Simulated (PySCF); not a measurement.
Gas-phase reaction: 2 HOCl ⇌ Cl2 + H2O2

Computed with PySCF and rigid-rotor harmonic-oscillator thermochemistry at 1 bar. The comparison is the NASA 1993 polynomial table, which mixes measured and estimated data. † marks an energy on the PBE0/def2-TZVP geometry and frequencies. MP2 and CCSD(T) freeze the core. All species are closed-shell singlets. MP2 isn't extrapolated to the basis-set limit. CCSD(T) isn't extrapolated to the basis-set limit. The table's entry may be an old estimate for HOCl (not checked at source).

```csv
level,"ΔH°(298 K), kJ"
table,12.7
CCSD(T)/def2-SVP†,6.6
M06-2X/def2-TZVP†,?
MP2/def2-TZVPP†,24.3
PBE0/def2-SVP†,?
r2SCAN/def2-TZVP†,16.6
ωB97X-V/def2-TZVP†,?
```

Problem. Fill in the missing entries.

Solution. 
- M06-2X/def2-TZVP†, ΔH°(298 K), kJ: 19.9
- PBE0/def2-SVP†, ΔH°(298 K), kJ: 3.7
- ωB97X-V/def2-TZVP†, ΔH°(298 K), kJ: 16.7
